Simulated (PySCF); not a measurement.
difluoromethane (CH2F2), SMILES FCF. Atoms are numbered in the order given.

```xyz
5

F     -1.1035     0.0000    -0.2905
C      0.0000     0.0000     0.5036
F      1.1035     0.0000    -0.2905
H      0.0000    -0.9138     1.1037
H      0.0000     0.9138     1.1037
```

Coordinates come from a ωB97X-D3(BJ)/def2-TZVP optimisation.

Computed with PBE/pcJ-1 in PySCF.

Isotropic couplings with Fermi-contact, spin-dipole and both spin-orbit terms, one fixed conformer, no vibrational averaging. Isotopes: 13C, 19F, 1H.

```
pair   bonds apart  J (Hz)
-----  -----------  ------
F1–C2            1  -333.1
C2–F3            1  -333.1
C2–H4            1   170.9
C2–H5            1   170.9
F1–F3            2     ___
F1–H4            2    50.2
F1–H5            2    50.2
F3–H4            2    50.2
F3–H5            2    50.2
H4–H5            2     ___
```

Fill in the missing entries. (Estimate from the structure and the level; the computed values follow.)


- F1–F3, J (Hz): 286.8
- H4–H5, J (Hz): 4.0
